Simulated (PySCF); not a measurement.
**State search for F₂**

Unrestricted PBE0; F pcseg-2; no relativity (PySCF 2.14). Outer shells of the fragments: F 2s2 2p5; F 2s2 2p5.

Followed along the bond (rough minima from three points):

```json
{"2Ms+1": "1", "unpaired": "none", "⟨S²⟩ at the start": "0.00", "R at minimum (Å)": "1.38", "Te (eV)": "0.00"}
{"2Ms+1": "3", "unpaired": "σ ↑, π ↑", "⟨S²⟩ at the start": "2.01", "R at minimum (Å)": "none in the scan", "Te (eV)": "≤ 2.75"}
```

Solutions found at the starting distance of 1.230 Å, counted from the lowest of them; the search is not exhaustive and high or unbound solutions are not listed, so other states can lie among these:

```tsv
2Ms+1	unpaired	term	E (eV)	⟨S²⟩	⟨Lz²⟩
1	none	¹Σ⁺	0.00	0.00	0.00
3	σ ↑, π ↑	³Π	6.19	2.01	1.00
```

A term symbol is given only where ⟨S²⟩ and ⟨Lz²⟩ are close to those of a pure state; real π, δ and φ orbitals otherwise mix terms, and g/u labels are left off.

Counting both spins, an empty level lies below a filled one in some of these solutions, because spin and occupation are held.
